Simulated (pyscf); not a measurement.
Optimised with ωB97X-D3(BJ)/def2-SVP in PySCF.

Question: For `[NH2][SiH]([F])[F]` + `[H]` [doublet] → `[F][SiH][F]` [doublet] + `[NH3]`, a substitution at N (doublet surface; N–Si broken, H–N formed), PBE/def2-TZVP gives ΔE‡ = 43.9 kJ/mol and ΔE = +7.5 kJ/mol (zero: the separated reactants). In which direction and how far do r²SCAN/def2-TZVP, M06-2X/def2-TZVP, ωB97M-D3(BJ)/def2-TZVP move these?

Answer: r²SCAN: ΔE‡ = 53.2 kJ/mol, ΔE = +16.0 kJ/mol; M06-2X: ΔE‡ = 92.6 kJ/mol, ΔE = +31.0 kJ/mol; ωB97M-D3(BJ): ΔE‡ = 90.1 kJ/mol, ΔE = +30.1 kJ/mol. PBE's barrier lies under all of them, by 9.2 to 48.7 kJ/mol. Its reaction energy lies under all of them, by 8.6 to 23.5 kJ/mol. On the product side the descent ends in an adduct with a N–Si contact, 44.7 kJ/mol under the separated species and 111.9 kJ/mol under the saddle at ωB97X-D3(BJ)/def2-TZVP. What is counted as broken (N–Si) persists as a longer contact in the product adduct; parting that adduct is a step of its own. At ωB97X-D3(BJ) the barrier from the zero used here is 100.2 kJ/mol. Abstraction by the radical was not located in this set and often lies lower. One saddle was located; it need not be the lowest between these sides. The angle at the attacked N is 130°.
